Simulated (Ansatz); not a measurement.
**SiCN+ (triplet): the correlation ladder, def2-TZVPP**

One table from this session's results is given with a row withheld; the runs are named, their logs left out.

Method: def2-TZVPP, core rule «outside noble gas», up to 7 orbitals frozen; program: Ansatz 0.2.0, Gaussian basis.

To be run: UHF; ROHF; CCSD(T) on UHF.

**What is computed**

The geometry is a PBE0/def2-TZVP stationary point (not a proven minimum) of the parent state, kept for this charge and spin.

3 atoms, charge 1, spin multiplicity 3.

Atoms are counted from 1 here; the program's logs count them from 0.

Bond lengths: C1–N2 1.181 Å, N2–Si3 1.708 Å. Angles: C1–N2–Si3 180.0°.

Set-up of the first run:

File in.yaml:

```yaml
crystal:
  periodic: [false, false, false]
  atoms:
    - {symbol: C, position_ang: [0.000000, 0.000000, -1.356800]}
    - {symbol: N, position_ang: [0.000000, 0.000000, -0.175700]}
    - {symbol: Si, position_ang: [0.000000, 0.000000, 1.532500]}
basis:
  gaussian: {orbitals: def2-TZVPP}
total_charge: 1
magnetization: {spin_polarized: true, initial_magnetization: 2}
hamiltonian: {xc: hf}
output: {orbitals: {seedname: orbitals}}
```

Command:

```bash
$ ansatz run in.yaml --threads 1 --pin off --events-out ev --progress --plain --max-ram 4096MiB --backend cpu
```

Steps of the session up to this table: UHF; ROHF; CCSD(T) on UHF.

One of the session's tables, all rows but one given; the rest of the session is left out.

```
  method  from UCCSD(T) (kcal/mol)
    ROHF                   +255.95
     UHF                         ?
    UMP2                    +37.87
   UCCSD                    +13.04
UCCSD(T)                         0
```

Q: Estimate the row for UHF from the others.

The run gave: from UCCSD(T) (kcal/mol): +243.61. In the column «from UCCSD(T) (kcal/mol)» it lies between UMP2 (+37.87) and ROHF (+255.95).
